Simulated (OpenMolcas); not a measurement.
# [NH2]− (SMILES [NH2-]): levels of theory compared

Wanted: a comparison of 6 runs (HF/3-21G, HF/def2-SVP, B3LYP/6-31G*, PBE0/def2-SVP, SVWN5/def2-TZVP, MCPF/Ahlrichs_VDZ) of [NH2]−. 

The results are computed with OpenMolcas 26.06.

5 further runs of the same task are left out: 2 that didn't finish, 3 set aside as unsound or not needed.

**1. The structure to begin with**

[NH2]−: 3 atoms, total charge -1, spin state singlet. As SMILES, `[NH2-]`. Geometry: relaxed at PBE0-D4/def2-TZVPD.

Bond lengths: N1–H2 1.027 Å, N1–H3 1.027 Å. Angles: H2–N1–H3 101.8°.

**2. Energy and forces at HF/3-21G (run 1)**

mol.inp

```
>>> EXPORT MOLCAS_PRINT=2

&GATEWAY
  BasLib = $CurrDir
  Coord
  3
  bohr
  N      0.64666428    -0.38361440     0.31879680
  H      0.23716063     1.51404857     0.29479728
  H     -0.88382491    -1.13043417    -0.61359407
  Basis = 3-21G
  Group = NoSym

&SEWARD

&SCF
  Charge = -1
  Thresholds = 1e-10 1e-07 1e-07 1e-05
  PrOrbitals = 1

&ALASKA
```

The basis set 3-21G is read from a file made from the Basis Set Exchange's data (not shown).

On the command line:

```console
$ export MOLCAS_MEM=1860
$ pymolcas mol.inp > mol.log
```

Log:

```text
--- Start Module: gateway ---
[...]
--- Stop Module: gateway /rc=_RC_ALL_IS_WELL_ ---
[...]
      Basis functions           13
[...]
--- Start Module: scf ---
[...]
       Convergence after  13 Iterations
[...]
::    Total SCF energy                                -55.1341042622
[...]
      Total spin, S                                     0.0000000000
[...]
      Total electronic charge=   10.000000
      Total            charge=   -1.000000
[...]
      Dipole Moment (debye):
      Origin of the operator (angstrom)=    0.2776   -0.1647    0.1369
                   X= -1.1163E+00               Y=  6.6226E-01               Z= -5.5030E-01           Total=  1.4098E+00
      Center of Charge (angstrom)
[...]
--- Stop Module: scf /rc=_RC_ALL_IS_WELL_ ---
[...]
--- Start Module: alaska ---
[...]
 *              Molecular gradients               *
 **************************************************
  Irreducible representation: a
 ------------------------------------------------------------------------------------------
                              X                       Y                       Z
 ------------------------------------------------------------------------------------------
  N1               -2.79139437020364E-02    1.65675961684225E-02   -1.37602877110793E-02
  H2                8.51647901425900E-03   -2.11256338751951E-02    2.47064846932572E-03
  H3                1.93974646877770E-02    4.55803770677188E-03    1.12896392417530E-02
 ------------------------------------------------------------------------------------------
--- Stop Module: alaska /rc=_RC_ALL_IS_WELL_ ---
[...]
```

It took 3.9 s on 1 thread of AMD EPYC 7R43 (Zen 3), shared host; peak memory 0.37 GiB.

**3. Energy and forces at HF/def2-SVP (run 2)**

calc.inp

```
* H2N Hartree-Fock

&GATEWAY
  BasLib
  $CurrDir
  Coord
  3
  angstrom
  N        0.342200      -0.203000       0.168700
  H        0.125500       0.801200       0.156000
  H       -0.467700      -0.598200      -0.324700
  Basis
  def2-SVP
  Group
  NoSym

&SEWARD

&SCF
  Charge
  -1
  Thresholds
  1e-10 1e-07 1e-07 1e-05
  PrOrbitals
  1 1

&ALASKA
```

The basis set def2-SVP is read from a file made from the Basis Set Exchange's data (not shown).

On the command line:

```console
$ export MOLCAS_MEM=1860
$ pymolcas calc.inp > calc.log
```

Log:

```text
--- Start Module: gateway ---
[...]
--- Stop Module: gateway /rc=_RC_ALL_IS_WELL_ ---
[...]
      Basis functions           24
[...]
--- Start Module: scf ---
[...]
       Convergence after  14 Iterations
[...]
::    Total SCF energy                                -55.4356683984
[...]
      Total spin, S                                     0.0000000000
[...]
      Total electronic charge=   10.000000
      Total            charge=   -1.000000
[...]
      Dipole Moment (debye):
      Origin of the operator (angstrom)=    0.2776   -0.1647    0.1369
                   X= -1.0512E+00               Y=  6.2362E-01               Z= -5.1821E-01           Total=  1.3276E+00
      Center of Charge (angstrom)
[...]
--- Stop Module: scf /rc=_RC_ALL_IS_WELL_ ---
--- Start Module: alaska ---
[...]
 *              Molecular gradients               *
 **************************************************
  Irreducible representation: a
 ------------------------------------------------------------------------------------------
                              X                       Y                       Z
 ------------------------------------------------------------------------------------------
  N1               -1.04960149107969E-02    6.23505600782659E-03   -5.17346908258620E-03
  H2                5.47302796967269E-03   -2.59413637292338E-03    2.76827948251300E-03
  H3                5.02298694112691E-03   -3.64091963490065E-03    2.40518960007363E-03
 ------------------------------------------------------------------------------------------
--- Stop Module: alaska /rc=_RC_ALL_IS_WELL_ ---
[...]
```

Wall time 3.3 s (1 thread of AMD EPYC 7R43 (Zen 3), shared host); peak memory 0.37 GiB.

Run 3 isn't shown in full; the table further down has it.

**4. Energy and gradient at PBE0/def2-SVP (run 4)**

mol.input

```
* H2N Kohn-Sham DFT

&GATEWAY
 BasLib = $CurrDir
 Coord
 3
 angstrom
 N        0.342200      -0.203000       0.168700
 H        0.125500       0.801200       0.156000
 H       -0.467700      -0.598200      -0.324700
 Basis = def2-SVP
 Group = NoSym

&SEWARD
 GridInput
 Grid=UltraFine
 End of Grid

&SCF
 Charge = -1
 KSDFT = PBE0
 Thresholds = 1e-10 1e-07 1e-07 1e-05
 PrOrbitals = 1 1

&ALASKA
```

The basis set def2-SVP is read from a file made from the Basis Set Exchange's data (not shown).

On the command line:

```console
$ export MOLCAS_MEM=1860
$ pymolcas mol.input > mol.log
```

Log:

```text
--- Start Module: gateway ---
[...]
--- Stop Module: gateway /rc=_RC_ALL_IS_WELL_ ---
[...]
      Basis functions           24
[...]
--- Start Module: scf ---
[...]
       Convergence after  13 Iterations
[...]
::    Total KS-DFT energy                             -55.7298635009
[...]
      Total spin, S                                     0.0000000000
[...]
      Total electronic charge=   10.000000
      Total            charge=   -1.000000
[...]
      Dipole Moment (debye):
      Origin of the operator (angstrom)=    0.2776   -0.1647    0.1369
                   X= -9.1109E-01               Y=  5.4052E-01               Z= -4.4915E-01           Total=  1.1506E+00
      Center of Charge (angstrom)
[...]
--- Stop Module: scf /rc=_RC_ALL_IS_WELL_ ---
[...]
--- Start Module: alaska ---
[...]
 *              Molecular gradients               *
 **************************************************
  Irreducible representation: a
 ------------------------------------------------------------------------------------------
                              X                       Y                       Z
 ------------------------------------------------------------------------------------------
  N1               -2.30789576957702E-02    1.36998664063483E-02   -1.13766528032797E-02
  H2                9.15648603068081E-03   -1.24793312559364E-02    3.75643327179658E-03
  H3                1.39224716650916E-02   -1.22053515040799E-03    7.62021953148451E-03
 ------------------------------------------------------------------------------------------
--- Stop Module: alaska /rc=_RC_ALL_IS_WELL_ ---
[...]
```

It took 8.4 s on 1 thread of AMD EPYC 7R43 (Zen 3), shared host; peak memory 0.37 GiB.

Run 5 isn't shown in full; the table further down has it.

**5. The energy at MCPF/Ahlrichs_VDZ (run 6)**

struct.xyz

```xyz
3

N      0.342200    -0.203000     0.168700
H      0.125500     0.801200     0.156000
H     -0.467700    -0.598200    -0.324700
```

mol.inp

```
* H2N MCPF

&gateway
  coord=struct.xyz
  basis=Ahlrichs_VDZ
  group=NoSym

&seward

&scf
  charge=-1
  iterations=100
  prorbitals=1 1

&motra
  frozen=1

&guga
  electrons=8
  spin=1
  inactive=4
  active=0
  ciall=1

&cpf
  mcpf
```

On the command line:

```console
$ export MOLCAS_MEM=1860
$ pymolcas mol.inp > mol.log
```

Log:

```text
--- Start Module: gateway ---
[...]
--- Stop Module: gateway /rc=_RC_ALL_IS_WELL_ ---
[...]
      Basis functions           13
[...]
       Convergence after  14 Iterations
[...]
::    Total SCF energy                                -55.4067759559
[...]
      Total spin, S                                     0.0000000000
[...]
      *** WARNING: Default frozen orbitals is overwritten by user input.
      *** Default values:   1
[...]
--- Start Module: guga ---
[...]
--- Stop Module: guga /rc=_RC_ALL_IS_WELL_ ---
--- Start Module: cpf ---
[...]
      Active orbitals                            0       0
[...]
      Spin quantum number                      0.0
[...]
     FINAL MCPF ENERGY          -55.52983556
     FINAL CORRELATION ENERGY   -0.12305960  REFERENCE ENERGY     -55.40677596
[...]
      Total electronic charge=   10.000000
      Total            charge=   -1.000000
[...]
      Dipole Moment (debye):
      Origin of the operator (angstrom)=    0.2776   -0.1647    0.1369
                   X= -1.2448E+00               Y=  7.3849E-01               Z= -6.1366E-01           Total=  1.5721E+00
      Quadrupole Moment (debye*angstrom):
[...]
--- Stop Module: cpf /rc=_RC_ALL_IS_WELL_ ---
[...]
```

It took 3.6 s on 1 thread of AMD EPYC 7R43 (Zen 3), shared host; peak memory 0.37 GiB.

**6. The series**

```csv
run,level,integration grid,task,energy (Eh),HOMO energy (eV),LUMO energy (eV),HOMO–LUMO gap (eV),wall time
1,HF/3-21G,–,gradient,-55.134104,0.97,16.39,15.42,3.9 s
2,HF/def2-SVP,–,gradient,-55.435668,-0.01,12.47,12.48,3.3 s
3,B3LYP/6-31G* (spherical functions),UltraFine,gradient,-55.836864,4.57,10.51,5.93,8.1 s
4,PBE0/def2-SVP,UltraFine,gradient,-55.729864,4.09,9.49,5.40,8.4 s
5,SVWN5/def2-TZVP,UltraFine,gradient,-55.436719,3.93,6.72,2.79,9.3 s
6,MCPF/Ahlrichs_VDZ,–,energy,-55.529836,-0.12,12.31,12.43,3.6 s
```

**7. Outcome**

```
                                                    quantity         value
                                         run 6: total energy  -55.52984 Eh
                  run 6: HOMO energy (Hartree–Fock orbitals)      -0.12 eV
                  run 6: LUMO energy (Hartree–Fock orbitals)      12.31 eV
run 6: HOMO–LUMO gap (to an unbound level, set by the basis)      12.43 eV
           run 6: correlation energy (1 core orbital frozen)    -123.1 mEh
```

What this shows: Over runs 1, 2, 3, 4, 5 the HOMO–LUMO gap runs from 2.79 eV (SVWN5/def2-TZVP) to 15.42 eV (HF/3-21G). The two ends differ in method and basis. The empty levels of an anion lie above zero and hang on the basis. Totals of different functionals can't be ranked against each other. In runs 1, 3, 4, 5 the HOMO lies above zero, so the outermost electron may be held by the basis alone. All runs together took 37 s, the longest 9.3 s.
